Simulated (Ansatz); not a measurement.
Input file:

```yaml
crystal:
  periodic: [false, false, false]
  atoms:
    - { symbol: B, position_ang: [-0.895254, 0.331435, 0.207344] }
    - { symbol: H, position_ang: [1.273542, 0.306895, 1.211195] }
    - { symbol: C, position_ang: [1.904517, 0.069765, 0.332233] }
    - { symbol: H, position_ang: [1.666244, -0.942811, -0.042102] }
    - { symbol: H, position_ang: [1.716273, 0.820503, -0.459217] }
    - { symbol: H, position_ang: [2.97299, 0.11144, 0.630485] }
    - { symbol: O, position_ang: [-0.958699, -0.634715, -0.674933] }
    - { symbol: H, position_ang: [-1.850012, -0.909311, -0.976606] }
basis:
  gaussian: { orbitals: def2-SVP }
hamiltonian:
  xc: pbe
relax:
  f_tol: 0.03
  max_steps: 50
output:
  orbitals: {}
```

Launched with:

```bash
$ ansatz run input.yaml --threads 1 --pin off --max-ram 2048MiB --backend cpu --events-out ev --progress --plain --runs-dir out
```

Hardware: 1 thread of Intel(R) Xeon(R) 6975P-C (Granite Rapids), on a shared host.

Task: Roughly how long does this run take, and how much memory?

Result: 13 s, with a peak of 0.14 GiB, for 19 ionic steps.
